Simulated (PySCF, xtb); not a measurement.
Cl2, SMILES ClCl.

Harmonic wavenumbers (cm⁻¹) from GFN2-xTB (xtb) at its own minimum, in rising order: 506.

Question: What does PBE-D3(BJ)/def2-TZVPD run with PySCF give at its own minimum? (An estimate is asked for; the answer gives what the named calculation found.)

Answer: 539. Paired by order, the mean absolute difference is 33 cm⁻¹ and the zero-point energies are 0.7 and 0.8 kcal/mol.
